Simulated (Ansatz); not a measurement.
# SiNH₅ (singlet): from Hartree-Fock to the top rungs at distance N1–H4 along a hydrogen transfer = 1.425 Å, cc-pVDZ

Aim: climb from Hartree-Fock through coupled cluster and multireference methods for SiNH₅ (singlet) at one geometry and basis, and see what each rung misses.

The runs use Ansatz 0.2.0, Gaussian basis; cc-pVDZ, core rule «outside noble gas», up to 6 orbitals frozen.

The runs, in order: UHF; CCSD(T) on RHF; CCSD(T) on UHF; BCCD(T) on RHF; CISD; CCSDT(Q) on RHF; CASSCF and MRCISD+Q, 2 electrons in 2 orbitals; CASSCF and NEVPT2, 2 electrons in 2 orbitals; CASSCF and MRCISD+Q, 8 electrons in 8 orbitals; CASSCF and NEVPT2, 8 electrons in 8 orbitals.

7 further runs of the same task are left out: 1 for a mislabelled method, 3 that didn't finish, 3 set aside as unsound or not needed.

### 1 The geometry

The geometry derives from fragments relaxed apart (PBE0/def2-TZVP) and kept rigid, so it is no stationary point. A hydrogen atom is moved between rigid fragments.

7 atoms, charge 0, spin multiplicity 1.

Atoms are counted from 1 here; the program's logs count them from 0.

Bond lengths: N1–H2 1.012 Å, N1–H3 1.012 Å, Si5–H6 1.526 Å, Si5–H7 1.526 Å. Angles: H2–N1–H3 107.1°, H6–Si5–H7 91.2°.

In the tables R marks a restricted determinant and U an unrestricted one; 'frontier' is the active space of 8 electrons in 8 orbitals; 'pair' is the active space of 2 electrons in 2 orbitals; energies count from the table's Hartree-Fock row.

### 2 UHF

Contents of in.yaml:

```yaml
crystal:
  periodic: [false, false, false]
  atoms:
    - {symbol: N, position_ang: [-2.071058, 0.025300, -0.018825]}
    - {symbol: H, position_ang: [-2.368338, 0.993134, -0.018825]}
    - {symbol: H, position_ang: [-2.368337, -0.376999, 0.861435]}
    - {symbol: H, position_ang: [-0.646058, 0.025300, -0.018825]}
    - {symbol: Si, position_ang: [1.102942, 0.025300, -0.018825]}
    - {symbol: H, position_ang: [1.715122, -0.848984, 1.071187]}
    - {symbol: H, position_ang: [1.715122, -0.848984, -1.108837]}
basis:
  gaussian: {orbitals: cc-pVDZ}
magnetization: {spin_polarized: true, initial_magnetization: 0}
hamiltonian: {xc: hf}
output: {orbitals: {seedname: orbitals}}
```

Command:

```bash
ansatz run in.yaml --threads 1 --pin off --events-out ev --progress --plain --max-ram 2393MiB
```

Output:

```text
Functional definition: HF
  name "HF"
  cite "Fock, Z. Phys. 61, 126 (1930) doi:10.1007/BF01340294"
  parent pbe
  exchange = exact_x
  correlation = 0
536 factors; integrals over basis functions are off by at most 1.4e-3 eV
mean field evaluation 1: about -9414.8577 eV, gradient 2.4e1 eV
mean field evaluation 2: about -9414.8587 eV, gradient 2.4e1 eV
mean field evaluation 4: about -9418.3083 eV, gradient 2.1e0 eV
mean field evaluation 8: about -9418.4382 eV, gradient 1.5e-1 eV
mean field evaluation 16: about -9419.2797 eV, gradient 1.8e-1 eV
mean field evaluation 32: about -9419.2814 eV, gradient 5.4e-4 eV
mean field evaluation 64: about -9418.3872 eV, gradient 4.1e0 eV
mean field -9419.28139281 eV, -346.1522065674 hartree, gradient 2.0e-5 eV, S^2 0.879862; 3 other end points of the search recorded, 0 dependent functions left out
reference -9419.28139281 eV, -346.1522065674 hartree; 13, 13 occupied and 44, 44 virtual orbitals, 536 factors
Total energy: -9419.28139281 eV, -346.1522065674 hartree
```

Run time: 0.78 s. Hardware: 1 thread of Intel Xeon 6975P-C, shared host.

From the report: ⟨S²⟩ of the determinant 0.880 (pure singlet: 0.00). The determinant is far from a pure spin state, so its energy mixes those of several spin states (harmless only where they are near-degenerate, as at dissociation).

The unrestricted solution breaks the spin symmetry, so the restricted determinant is unstable here.

### 3 CCSD(T) on RHF

in.yaml: that of step 2 with these lines changed.

```diff
@@ -12,4 +12,3 @@
   gaussian: {orbitals: cc-pVDZ}
-magnetization: {spin_polarized: true, initial_magnetization: 0}
-hamiltonian: {xc: hf}
-output: {orbitals: {seedname: orbitals}}
+magnetization: {spin_polarized: false}
+correlation: {method: ccsd_t, electrons: outside_noble_gas}
```

Launched as before.

Output, cut to the lines that bear on the results:

```text
Functional definition: HF
  name "HF"
  cite "Fock, Z. Phys. 61, 126 (1930) doi:10.1007/BF01340294"
  parent pbe
[...]
536 factors; integrals over basis functions are off by at most 1.4e-3 eV
[...]
mean field -9418.43932234 eV, -346.1212610486 hartree, gradient 2.7e-6 eV, S^2 0.000000; 0 other end points of the search recorded, 0 dependent functions left out; unrestricted orbitals would lower it
6 core orbitals not correlated: weight in the atoms' cores, before any rotation towards them, 1.000 or more for the frozen orbitals, at most 0.000 for the correlated occupied ones
reference -9418.43932234 eV, -346.1212610486 hartree; 7, 7 occupied and 44, 44 virtual orbitals, 536 factors
second order -8.21192865 eV of doubles, -0.00000000 eV of singles
cycle   1  -8.87051233 eV  change   -6.6e-1 eV  update   9.3e-2
[...]
cycle  14  -9.37689861 eV  change   -6.9e-6 eV  update   1.7e-5
perturbative correction -0.33640207 eV, -0.0123625480 hartree
Total energy: -9428.15262302 eV, -346.4782182645 hartree
```

Run time: 1 s. Hardware: 1 thread of Intel Xeon 6975P-C, shared host.

From the report: correlation -9.7133 eV; T1 0.023; largest double amplitude 0.18.

### 4 CCSD(T) on UHF

in.yaml: that of step 3 with these lines changed.

```diff
@@ -12,3 +12,3 @@
   gaussian: {orbitals: cc-pVDZ}
-magnetization: {spin_polarized: false}
+magnetization: {spin_polarized: true, initial_magnetization: 0}
 correlation: {method: ccsd_t, electrons: outside_noble_gas}
```

Same command.

Output, cut to the lines that bear on the results:

```text
Functional definition: HF
  name "HF"
  cite "Fock, Z. Phys. 61, 126 (1930) doi:10.1007/BF01340294"
  parent pbe
[...]
536 factors; integrals over basis functions are off by at most 1.4e-3 eV
[...]
mean field -9419.28139281 eV, -346.1522065674 hartree, gradient 2.1e-6 eV, S^2 0.879862; 9 other end points of the search recorded, 0 dependent functions left out
determinant -9419.28139281 eV, -346.1522065674 hartree, with singles and doubles -9427.72337040 eV, -346.4624435217 hartree
determinant -9417.07338312 eV, -346.0710637082 hartree, with singles and doubles -9426.48765270 eV, -346.4170317340 hartree
determinant -9418.43932234 eV, -346.1212610486 hartree, with singles and doubles -9427.81420674 eV, -346.4657816956 hartree
6 core orbitals not correlated: weight in the atoms' cores, before any rotation towards them, 1.000 or more for the frozen orbitals, at most 0.000 for the correlated occupied ones
reference -9419.28139281 eV, -346.1522065674 hartree; 7, 7 occupied and 44, 44 virtual orbitals, 536 factors
second order -7.11715317 eV of doubles, -0.00000000 eV of singles
cycle   1  -8.44544030 eV  change   -3.5e-3 eV  update   9.7e-3
[...]
cycle  13  -8.48978673 eV  change    1.4e-5 eV  update   8.3e-6
perturbative correction -0.25636577 eV, -0.0094212684 hartree
Total energy: -9428.02754531 eV, -346.4736217435 hartree
```

It took 4.2 s on 1 thread of Intel Xeon 6975P-C, shared host.

From the report: ⟨S²⟩ of the determinant 0.880 (pure singlet: 0.00); correlation -8.7462 eV; T1 0.050; largest double amplitude 0.08. The determinant is far from a pure spin state, so its energy mixes those of several spin states (harmless only where they are near-degenerate, as at dissociation).

### 5 BCCD(T) on RHF

in.yaml: that of step 4 with these lines changed.

```diff
@@ -12,3 +12,3 @@
   gaussian: {orbitals: cc-pVDZ}
-magnetization: {spin_polarized: true, initial_magnetization: 0}
-correlation: {method: ccsd_t, electrons: outside_noble_gas}
+magnetization: {spin_polarized: false}
+correlation: {method: bccd_t, electrons: outside_noble_gas}
```

Same command.

Output, cut to the lines that bear on the results:

```text
Functional definition: HF
  name "HF"
  cite "Fock, Z. Phys. 61, 126 (1930) doi:10.1007/BF01340294"
  parent pbe
[...]
536 factors; integrals over basis functions are off by at most 1.4e-3 eV
[...]
mean field -9418.43932234 eV, -346.1212610486 hartree, gradient 2.7e-6 eV, S^2 0.000000; 0 other end points of the search recorded, 0 dependent functions left out; unrestricted orbitals would lower it
6 core orbitals not correlated: weight in the atoms' cores, before any rotation towards them, 1.000 or more for the frozen orbitals, at most 0.000 for the correlated occupied ones
reference -9418.43932234 eV, -346.1212610486 hartree; 7, 7 occupied and 44, 44 virtual orbitals, 536 factors
second order -8.21192865 eV of doubles, -0.00000000 eV of singles
cycle   1  -8.88883445 eV  change   -6.8e-1 eV  update   9.3e-2
[...]
cycle  15  -9.35296802 eV  change    5.6e-7 eV  update   6.9e-6
perturbative correction -0.36127292 eV, -0.0132765350 hartree
Total energy: -9428.15356328 eV, -346.4782528185 hartree
```

Run time: 0.99 s. Hardware: 1 thread of Intel Xeon 6975P-C, shared host.

From the report: correlation -9.7142 eV; largest double amplitude 0.18.

### 6 CISD

in.yaml: that of step 5 with these lines changed.

```diff
@@ -12,3 +12,2 @@
   gaussian: {orbitals: cc-pVDZ}
-magnetization: {spin_polarized: false}
-correlation: {method: bccd_t, electrons: outside_noble_gas}
+correlation: {active_space: {ras: {orbitals: [7, 0, 44], electrons: 14, max_holes: 2, max_particles: 2}, fixed_orbitals: true}}
```

Launched as before.

Output:

```text
Functional definition: HF
  name "HF"
  cite "Fock, Z. Phys. 61, 126 (1930) doi:10.1007/BF01340294"
  parent pbe
  exchange = exact_x
  correlation = 0
536 factors; integrals over basis functions are off by at most 1.4e-3 eV
mean field evaluation 1: about -9414.8577 eV, gradient 3.4e1 eV
mean field evaluation 2: about -9414.8587 eV, gradient 3.4e1 eV
mean field evaluation 4: about -9418.3083 eV, gradient 3.0e0 eV
mean field evaluation 8: about -9418.4382 eV, gradient 2.2e-1 eV
mean field -9418.43932234 eV, -346.1212610486 hartree, gradient 2.7e-6 eV, S^2 0.000000; 0 other end points of the search recorded, 0 dependent functions left out
reference -9418.43932234 eV, -346.1212610486 hartree; 13, 13 occupied and 44, 44 virtual orbitals, 536 factors
state -9426.76550937 eV, -346.4272427780 hartree
Total energy: -9426.76550937 eV, -346.4272427780 hartree
```

Run time: 2.4 s. Hardware: 1 thread of Intel Xeon 6975P-C, shared host.

From the report: 135,213 determinants.

### 7 CCSDT(Q) on RHF

in.yaml: that of step 6 with these lines changed.

```diff
@@ -12,2 +12,3 @@
   gaussian: {orbitals: cc-pVDZ}
-correlation: {active_space: {ras: {orbitals: [7, 0, 44], electrons: 14, max_holes: 2, max_particles: 2}, fixed_orbitals: true}}
+magnetization: {spin_polarized: false}
+correlation: {method: ccsdt_q, electrons: outside_noble_gas}
```

The command is unchanged.

Output, cut to the lines that bear on the results:

```text
Functional definition: HF
  name "HF"
  cite "Fock, Z. Phys. 61, 126 (1930) doi:10.1007/BF01340294"
  parent pbe
[...]
1098 factors; integrals over basis functions are off by at most 1.9e-7 eV
[...]
mean field -9418.43936244 eV, -346.1212625221 hartree, gradient 2.7e-6 eV, S^2 0.000000; 0 other end points of the search recorded, 0 dependent functions left out; unrestricted orbitals would lower it
6 core orbitals not correlated: weight in the atoms' cores, before any rotation towards them, 1.000 or more for the frozen orbitals, at most 0.000 for the correlated occupied ones
reference -9418.43936244 eV, -346.1212625221 hartree; 7, 7 occupied and 44, 44 virtual orbitals, 1098 factors
second order -8.21198259 eV of doubles, -0.00000000 eV of singles
cycle   1  -8.87050177 eV  change   -6.6e-1 eV  update   1.0e-1
[...]
cycle  24  -9.76515543 eV  change   -4.5e-7 eV  update   6.6e-7
perturbative correction -0.03569939 eV, -0.0013119283 hartree
Total energy: -9428.24021726 eV, -346.4814372934 hartree
```

It took 43 s on 1 thread of Intel Xeon 6975P-C, shared host; peak memory 0.68 GiB.

From the report: correlation -9.8009 eV; T1 0.029; largest double amplitude 0.26.

### 8 CASSCF and MRCISD+Q, 2 electrons in 2 orbitals

in.yaml: that of step 7 with these lines changed.

```diff
@@ -12,3 +12,2 @@
   gaussian: {orbitals: cc-pVDZ}
-magnetization: {spin_polarized: false}
-correlation: {method: ccsdt_q, electrons: outside_noble_gas}
+correlation: {method: fic_mrcisd_q, electrons: outside_noble_gas, active_space: {window: {electrons: 2, orbitals: 2}}}
```

Launched as before.

Output, cut to the lines that bear on the results:

```text
Functional definition: HF
  name "HF"
  cite "Fock, Z. Phys. 61, 126 (1930) doi:10.1007/BF01340294"
  parent pbe
[...]
536 factors; integrals over basis functions are off by at most 1.4e-3 eV
[...]
mean field -9418.43932234 eV, -346.1212610486 hartree, gradient 2.7e-6 eV, S^2 0.000000; 0 other end points of the search recorded, 0 dependent functions left out; unrestricted orbitals would lower it
reference -9418.43932234 eV, -346.1212610486 hartree; 13, 13 occupied and 44, 44 virtual orbitals, 536 factors
state -9419.45694392 eV, -346.1586579519 hartree
contracted CI cycle   1: correlation 0.00000000 eV, 0.0000000000 hartree, residual 2.52e1 eV
contracted CI cycle   2: correlation -7.44712046 eV, -0.2736766290 hartree, residual 4.13e0 eV
contracted CI cycle   3: correlation -7.69526904 eV, -0.2827959211 hartree, residual 1.06e0 eV
contracted CI cycle   4: correlation -7.71324421 eV, -0.2834564964 hartree, residual 3.00e-1 eV
contracted CI cycle   5: correlation -7.71498730 eV, -0.2835205538 hartree, residual 1.13e-1 eV
contracted CI cycle   6: correlation -7.71522957 eV, -0.2835294572 hartree, residual 4.49e-2 eV
contracted CI cycle   7: correlation -7.71526899 eV, -0.2835309059 hartree, residual 1.68e-2 eV
contracted CI cycle   8: correlation -7.71527454 eV, -0.2835311096 hartree, residual 6.27e-3 eV
contracted CI cycle   9: correlation -7.71527535 eV, -0.2835311397 hartree, residual 2.66e-3 eV
contracted CI cycle  10: correlation -7.71527550 eV, -0.2835311450 hartree, residual 1.13e-3 eV
state -9419.45694392 eV, -346.1586579519 hartree; corrected -9428.08837535 eV, -346.4758572063 hartree
Total energy: -9428.08837535 eV, -346.4758572063 hartree
```

Run time: 0.96 s. Hardware: 1 thread of Intel Xeon 6975P-C, shared host.

From the report: 4 determinants; active occupations 1.77, 0.23.

### 9 CASSCF and NEVPT2, 2 electrons in 2 orbitals

in.yaml: that of step 8 with these lines changed.

```diff
@@ -12,2 +12,2 @@
   gaussian: {orbitals: cc-pVDZ}
-correlation: {method: fic_mrcisd_q, electrons: outside_noble_gas, active_space: {window: {electrons: 2, orbitals: 2}}}
+correlation: {method: sc_nevpt2, electrons: outside_noble_gas, active_space: {window: {electrons: 2, orbitals: 2}}}
```

The command is unchanged.

Output:

```text
Functional definition: HF
  name "HF"
  cite "Fock, Z. Phys. 61, 126 (1930) doi:10.1007/BF01340294"
  parent pbe
  exchange = exact_x
  correlation = 0
536 factors; integrals over basis functions are off by at most 1.4e-3 eV
mean field evaluation 1: about -9414.8577 eV, gradient 3.4e1 eV
mean field evaluation 2: about -9414.8587 eV, gradient 3.4e1 eV
mean field evaluation 4: about -9418.3083 eV, gradient 3.0e0 eV
mean field evaluation 8: about -9418.4382 eV, gradient 2.2e-1 eV
mean field -9418.43932234 eV, -346.1212610486 hartree, gradient 2.7e-6 eV, S^2 0.000000; 0 other end points of the search recorded, 0 dependent functions left out; unrestricted orbitals would lower it
reference -9418.43932234 eV, -346.1212610486 hartree; 13, 13 occupied and 44, 44 virtual orbitals, 536 factors
state -9419.45694392 eV, -346.1586579519 hartree
state -9419.45694392 eV, -346.1586579519 hartree; corrected -9426.94142621 eV, -346.4337076029 hartree
Total energy: -9426.94142621 eV, -346.4337076029 hartree
```

Wall time 0.6 s (1 thread of Intel Xeon 6975P-C, shared host).

From the report: 4 determinants; active occupations 1.77, 0.23.

### 10 CASSCF and MRCISD+Q, 8 electrons in 8 orbitals

in.yaml: that of step 9 with these lines changed.

```diff
@@ -12,2 +12,2 @@
   gaussian: {orbitals: cc-pVDZ}
-correlation: {method: sc_nevpt2, electrons: outside_noble_gas, active_space: {window: {electrons: 2, orbitals: 2}}}
+correlation: {method: fic_mrcisd_q, electrons: outside_noble_gas, active_space: {window: {electrons: 8, orbitals: 8}}}
```

The command is unchanged.

Output, cut to the lines that bear on the results:

```text
Functional definition: HF
  name "HF"
  cite "Fock, Z. Phys. 61, 126 (1930) doi:10.1007/BF01340294"
  parent pbe
[...]
536 factors; integrals over basis functions are off by at most 1.4e-3 eV
[...]
mean field -9418.43932234 eV, -346.1212610486 hartree, gradient 2.7e-6 eV, S^2 0.000000; 0 other end points of the search recorded, 0 dependent functions left out; unrestricted orbitals would lower it
reference -9418.43932234 eV, -346.1212610486 hartree; 13, 13 occupied and 44, 44 virtual orbitals, 536 factors
state -9421.70162124 eV, -346.2411483220 hartree
contracted CI cycle   1: correlation 0.00000000 eV, 0.0000000000 hartree, residual 2.11e1 eV
contracted CI cycle   2: correlation -5.55604081 eV, -0.2041807339 hartree, residual 3.82e0 eV
contracted CI cycle   3: correlation -5.76195736 eV, -0.2117480274 hartree, residual 1.17e0 eV
contracted CI cycle   4: correlation -5.78830846 eV, -0.2127164126 hartree, residual 6.13e-1 eV
[...]
contracted CI cycle   4: correlation -6.37602001 eV, -0.2343144137 hartree, residual 3.33e-1 eV
contracted CI cycle   5: correlation -6.37772166 eV, -0.2343769479 hartree, residual 1.20e-1 eV
contracted CI cycle   6: correlation -6.37796245 eV, -0.2343857968 hartree, residual 4.70e-2 eV
contracted CI cycle   7: correlation -6.37799959 eV, -0.2343871617 hartree, residual 1.90e-2 eV
contracted CI cycle   8: correlation -6.37800584 eV, -0.2343873915 hartree, residual 8.14e-3 eV
contracted CI cycle   9: correlation -6.37800701 eV, -0.2343874346 hartree, residual 3.60e-3 eV
contracted CI cycle  10: correlation -6.37800723 eV, -0.2343874426 hartree, residual 1.51e-3 eV
state -9421.15310241 eV, -346.2209906268 hartree; corrected -9428.14094778 eV, -346.4777892075 hartree
state -9421.55452460 eV, -346.2357426199 hartree; corrected -9428.16871933 eV, -346.4788097931 hartree
WARN: the results are in doubt because another end's mean lies 0.147 eV lower, and its corrected mean 0.056 eV higher
Total energy: -9428.16871933 eV, -346.4788097931 hartree
In doubt: another end's mean lies 0.147 eV lower, and its corrected mean 0.056 eV higher
```

Wall time 16 s (1 thread of Intel Xeon 6975P-C, shared host); peak memory 0.34 GiB.

From the report: 4,900 determinants; active occupations 1.98, 1.98, 1.97, 1.80, 0.21, 0.03, 0.02, 0.02. Mind the lines of doubt at the end of the log.

### 11 CASSCF and NEVPT2, 8 electrons in 8 orbitals

in.yaml: that of step 10 with these lines changed.

```diff
@@ -12,2 +12,2 @@
   gaussian: {orbitals: cc-pVDZ}
-correlation: {method: fic_mrcisd_q, electrons: outside_noble_gas, active_space: {window: {electrons: 8, orbitals: 8}}}
+correlation: {method: sc_nevpt2, electrons: outside_noble_gas, active_space: {window: {electrons: 8, orbitals: 8}}}
```

The command is unchanged.

Output, cut to the lines that bear on the results:

```text
Functional definition: HF
  name "HF"
  cite "Fock, Z. Phys. 61, 126 (1930) doi:10.1007/BF01340294"
  parent pbe
[...]
536 factors; integrals over basis functions are off by at most 1.4e-3 eV
[...]
mean field -9418.43932234 eV, -346.1212610486 hartree, gradient 2.7e-6 eV, S^2 0.000000; 0 other end points of the search recorded, 0 dependent functions left out; unrestricted orbitals would lower it
reference -9418.43932234 eV, -346.1212610486 hartree; 13, 13 occupied and 44, 44 virtual orbitals, 536 factors
state -9421.70162124 eV, -346.2411483220 hartree
state -9421.70162124 eV, -346.2411483220 hartree; corrected -9426.56895075 eV, -346.4200193823 hartree
state -9421.55452460 eV, -346.2357426199 hartree
state -9421.55452460 eV, -346.2357426199 hartree; corrected -9426.73339292 eV, -346.4260625206 hartree
state -9421.55452460 eV, -346.2357426199 hartree; corrected -9426.73339292 eV, -346.4260625206 hartree
state -9421.15310241 eV, -346.2209906268 hartree
state -9421.15310241 eV, -346.2209906268 hartree; corrected -9426.83079659 eV, -346.4296420391 hartree
state -9421.15310241 eV, -346.2209906268 hartree; corrected -9426.83079659 eV, -346.4296420391 hartree
the orbitals are reached from a further start. From the first start the search ends at -9421.55448527 eV, -346.2357411748 hartree
WARN: the results are in doubt because another end's mean lies 0.549 eV lower, and its corrected mean 0.262 eV higher
Total energy: -9426.83079659 eV, -346.4296420391 hartree
In doubt: another end's mean lies 0.549 eV lower, and its corrected mean 0.262 eV higher
```

Wall time 9 s (1 thread of Intel Xeon 6975P-C, shared host).

From the report: 4,900 determinants; active occupations 1.98, 1.98, 1.97, 1.78, 0.22, 0.03, 0.02, 0.02. Mind the lines of doubt at the end of the log.

### 12 The ladder

No level here is safe as a reference; RCCSDT(Q) serves as a yardstick only. Rows without a time come out of other runs: HF, MP2 and CCSD of CCSD(T), CCSDT of CCSDT(Q), CASSCF and MRCISD of the multireference runs.

Differences are taken before rounding.

```csv
method,energy from the lowest RHF (kcal/mol),from RCCSDT(Q) (kcal/mol),time
RHF,0.00,+226.01,
UHF,-19.42,+206.60,
RMP2,-189.37,+36.64,
UMP2,-183.54,+42.47,
CISD,-192.01,+34.01,2.4 s
RCCSD,-216.24,+9.78,
UCCSD,-215.20,+10.82,
RCCSD(T),-223.99,+2.02,1 s
UCCSD(T),-221.11,+4.90,4.2 s
BCCD(T),-224.02,+2.00,0.99 s
RCCSDT,-225.19,+0.82,
RCCSDT(Q),-226.01,0,43 s
CASSCF pair,-23.47,+202.55,
NEVPT2 pair,-196.06,+29.95,0.6 s
MRCISD pair,-201.39,+24.63,
MRCISD+Q pair,-222.51,+3.50,0.96 s
```

Among the levels timed on like hardware and quicker than the yardstick, those that no quicker one beats, quickest first: NEVPT2 pair (0.6 s, +29.95 kcal/mol); MRCISD+Q pair (0.96 s, +3.50 kcal/mol); BCCD(T) (0.99 s, +2.00 kcal/mol).

Not comparable, so not listed: CASSCF and NEVPT2, 8 electrons in 8 orbitals (they don't share determinant, frozen orbitals or solution with the rows shown, or repeat one).

Left out of the table: CASSCF frontier, MRCISD frontier, MRCISD+Q frontier (the active space lost an orbital or holds another state than full CI finds).

### 13 What came out

| quantity | value |
| --- | --- |
| RCCSDT(Q) below the RHF energy | -9.8009 eV |
| RMP2 from RCCSDT(Q) | +36.64 kcal/mol |
| UMP2 from RCCSDT(Q) | +42.47 kcal/mol |
| RCCSD from RCCSDT(Q) | +9.78 kcal/mol |
| RCCSD(T) from RCCSDT(Q) | +2.02 kcal/mol |
| UCCSD(T) from RCCSDT(Q) | +4.90 kcal/mol |
| NEVPT2 pair from RCCSDT(Q) | +29.95 kcal/mol |
| MRCISD+Q pair from RCCSDT(Q) | +3.50 kcal/mol |
| T1 diagnostic | 0.023 |

In words: RCCSD(T) misses by +2.02 kcal/mol, 0.9 % of the correlation energy. CCSD(T) misses by +2.02 kcal/mol on the restricted determinant and by +4.90 kcal/mol on the unrestricted one; the two need not hold the same state or core. Warnings: restricted reference is unstable; spin contamination; large T1 diagnostic.
